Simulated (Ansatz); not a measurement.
Results of r²SCAN (Ansatz, a first-principles code, PAW) for hcp Be.

Settings: plane-wave cutoff 500 eV, 24×16×1 k mesh (along the axes of the cell as run), Fermi–Dirac smearing 0.1 eV, scalar-relativistic PAW data made under PBE.

Q: What does this level give for the surface energy of the (10-10) face and work function of the (10-10) face?

A: 
- surface energy of the (10-10) face = 1.96 J/m²
- work function of the (10-10) face = 4.51 eV

The slab of 14 atoms is relaxed and unreconstructed.

The result took very roughly 6 core-minutes.
